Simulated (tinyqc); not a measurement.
Inside a calculation. Method: Hueckel theory of the pi electrons with the omega technique, for the molecule C=CN (SMILES; centres numbered as the heavy atoms are written). One step of it, computed by the program tinyqc.

Question. Orbitals, round 2. Diagonalise; E = alpha + x beta with beta < 0, so the largest x are filled first; degenerate levels share their electrons. P = sum n_i c_ri c_si; each orbital has its largest coefficient positive (the first on a tie).

matrix after round 1:
```
           1C        2C        3N
1C  -0.066423  1.000000  0.000000
2C   1.000000  0.027995  0.810000
3N   0.000000  0.810000  1.678429
```

pi electrons, sum of z_r less the charge = 4

Give: x values; occupations; coefficients; charge and bond-order matrix P.

Answer.

x values: 2.0892  0.6889  -1.1381

occupations: 2.0000  2.0000  0.0000

coefficients:
```
       MO1      MO2      MO3
1C  0.2053   0.7156  -0.6676
2C  0.4426   0.5405   0.7155
3N  0.8729  -0.4424  -0.2058
```

charge and bond-order matrix P:
```
         1C      2C       3N
1C   1.1085  0.9554  -0.2748
2C   0.9554  0.9762   0.2944
3N  -0.2748  0.2944   1.9153
```
